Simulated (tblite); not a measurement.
Compound: C₄H₆NO (charge -1).
Atom-mapped SMILES: `[CH3:1][C@@H:2]([C:3]#[N:4])[CH2:5][O-:6]` (hydrogens: H7, H8, H9 on C1; H10 on C2; H11, H12 on C5)
Bond orders are those of one Lewis drawing.

Computed with GFN2-xTB (tblite), gas phase: Langevin dynamics at 300 K from the optimised GFN2-xTB geometry, time step 0.5 fs, friction 0.01 fs⁻¹, 2000 steps. The instantaneous temperature is 2·E(kin)/(3Nk) with all 3N coordinates.

| t (fs) | T (K) | E(pot) above start (eV) | C1–C2 (Å) | C2–C3 (Å) | C3≡N4 (Å) | C2–C5 (Å) | C5–O6 (Å) | C1–H7 (Å) | C1–C2–C5–O6 (°) |
| --- | --- | --- | --- | --- | --- | --- | --- | --- | --- |
| 0 | 262 | 0.000 | 1.524 | 1.410 | 1.156 | 1.660 | 1.286 | 1.090 | 56 |
| 25 | 152 | 0.208 | 1.516 | 1.392 | 1.163 | 1.626 | 1.302 | 1.107 | 50 |
| 50 | 202 | 0.298 | 1.540 | 1.382 | 1.164 | 1.753 | 1.269 | 1.070 | 46 |
| 75 | 191 | 0.251 | 1.580 | 1.427 | 1.137 | 1.608 | 1.278 | 1.082 | 37 |
| 100 | 224 | 0.231 | 1.582 | 1.401 | 1.150 | 1.707 | 1.275 | 1.121 | 39 |
| 125 | 212 | 0.229 | 1.488 | 1.398 | 1.170 | 1.660 | 1.278 | 1.087 | 39 |
| 150 | 180 | 0.301 | 1.519 | 1.419 | 1.156 | 1.702 | 1.276 | 1.035 | 32 |
| 175 | 194 | 0.251 | 1.520 | 1.427 | 1.140 | 1.681 | 1.297 | 1.115 | 29 |
| 200 | 229 | 0.206 | 1.522 | 1.409 | 1.150 | 1.734 | 1.286 | 1.129 | 42 |
| 225 | 232 | 0.196 | 1.548 | 1.410 | 1.168 | 1.611 | 1.297 | 1.091 | 45 |
| 250 | 195 | 0.259 | 1.512 | 1.413 | 1.167 | 1.741 | 1.276 | 1.061 | 51 |
| 275 | 289 | 0.288 | 1.477 | 1.448 | 1.149 | 1.611 | 1.291 | 1.088 | 57 |
| 300 | 219 | 0.326 | 1.494 | 1.426 | 1.167 | 1.699 | 1.294 | 1.141 | 59 |
| 325 | 270 | 0.371 | 1.466 | 1.402 | 1.166 | 1.586 | 1.324 | 1.108 | 54 |
| 350 | 329 | 0.273 | 1.530 | 1.414 | 1.136 | 1.718 | 1.303 | 1.044 | 60 |
| 375 | 220 | 0.385 | 1.560 | 1.429 | 1.151 | 1.638 | 1.338 | 1.077 | 62 |
| 400 | 296 | 0.462 | 1.563 | 1.399 | 1.160 | 1.686 | 1.325 | 1.134 | 53 |
| 425 | 368 | 0.313 | 1.515 | 1.384 | 1.165 | 1.675 | 1.319 | 1.123 | 45 |
| 450 | 320 | 0.483 | 1.469 | 1.419 | 1.145 | 1.694 | 1.303 | 1.093 | 43 |
| 475 | 418 | 0.250 | 1.529 | 1.428 | 1.152 | 1.648 | 1.275 | 1.075 | 46 |
| 500 | 237 | 0.437 | 1.535 | 1.390 | 1.169 | 1.693 | 1.255 | 1.136 | 56 |
| 525 | 314 | 0.382 | 1.523 | 1.381 | 1.150 | 1.669 | 1.260 | 1.134 | 69 |
| 550 | 270 | 0.466 | 1.637 | 1.437 | 1.143 | 1.671 | 1.270 | 1.021 | 72 |
| 575 | 291 | 0.428 | 1.591 | 1.355 | 1.160 | 1.649 | 1.259 | 1.052 | 72 |
| 600 | 365 | 0.356 | 1.487 | 1.372 | 1.149 | 1.684 | 1.266 | 1.140 | 63 |
| 625 | 331 | 0.383 | 1.567 | 1.459 | 1.165 | 1.698 | 1.289 | 1.167 | 52 |
| 650 | 311 | 0.288 | 1.499 | 1.405 | 1.161 | 1.625 | 1.317 | 1.120 | 45 |
| 675 | 345 | 0.401 | 1.464 | 1.399 | 1.142 | 1.678 | 1.345 | 1.100 | 36 |
| 700 | 251 | 0.405 | 1.578 | 1.447 | 1.164 | 1.660 | 1.335 | 1.065 | 36 |
| 725 | 243 | 0.336 | 1.531 | 1.410 | 1.151 | 1.725 | 1.303 | 1.084 | 36 |
| 750 | 230 | 0.249 | 1.525 | 1.395 | 1.169 | 1.677 | 1.300 | 1.091 | 35 |
| 775 | 164 | 0.243 | 1.548 | 1.418 | 1.156 | 1.659 | 1.298 | 1.099 | 41 |
| 800 | 203 | 0.289 | 1.527 | 1.384 | 1.151 | 1.681 | 1.287 | 1.102 | 35 |
| 825 | 265 | 0.294 | 1.499 | 1.435 | 1.164 | 1.722 | 1.268 | 1.102 | 36 |
| 850 | 218 | 0.315 | 1.522 | 1.446 | 1.175 | 1.696 | 1.274 | 1.084 | 43 |
| 875 | 222 | 0.322 | 1.543 | 1.409 | 1.154 | 1.685 | 1.276 | 1.087 | 37 |
| 900 | 208 | 0.340 | 1.520 | 1.370 | 1.141 | 1.763 | 1.294 | 1.067 | 30 |
| 925 | 192 | 0.336 | 1.591 | 1.464 | 1.154 | 1.595 | 1.305 | 1.126 | 35 |
| 950 | 309 | 0.308 | 1.505 | 1.408 | 1.154 | 1.713 | 1.288 | 1.139 | 47 |
| 975 | 341 | 0.316 | 1.505 | 1.386 | 1.171 | 1.625 | 1.307 | 1.063 | 62 |
| 1000 | 311 | 0.374 | 1.565 | 1.418 | 1.154 | 1.649 | 1.284 | 1.052 | 73 |

Question: From 500 fs on, how do temperature and potential energy compare with equipartition?

Answer: The mean temperature of these 21 frames is 268 K against the target 300 K, and the mean potential energy 0.35 eV against 30 × kT/2 = 0.39 eV for 30 classical harmonic modes. For 12 atoms in a canonical ensemble the temperature itself scatters by T·√(2/(3N)) = 71 K; here its standard deviation is 56 K. The whole run lasts only 10 friction times of 100 fs, so these averages carry a wide statistical error.

Question: What are the kinetic and total energies of the listed frame with the highest potential energy?

Answer: The one at 450 fs, 0.483 eV above the start. Its kinetic energy is 3NkT/2 = 0.496 eV at 320 K, so the sum is 0.98 eV; over the listed frames the sum runs from 0.41 to 0.98 eV, since the thermostat adds and removes energy.

Question: How much do the listed bonds fluctuate from 500 fs on?

Answer: 
| bond | at the start (Å) | mean (Å) | standard deviation (Å) |
| --- | --- | --- | --- |
| C1–C2 | 1.524 | 1.536 | 0.040 |
| C2–C3 | 1.410 | 1.409 | 0.030 |
| C3≡N4 | 1.156 | 1.157 | 0.009 |
| C2–C5 | 1.660 | 1.677 | 0.037 |
| C5–O6 | 1.286 | 1.290 | 0.024 |
| C1–H7 | 1.090 | 1.097 | 0.035 |

The motion is classical and holds no zero-point motion.

What follows is the cost of the whole dynamics run. The run took 5.6 s of wall time on an Arm Neoverse V2 with one thread, on a shared host, and the process peaked at 0.18 GiB of memory.
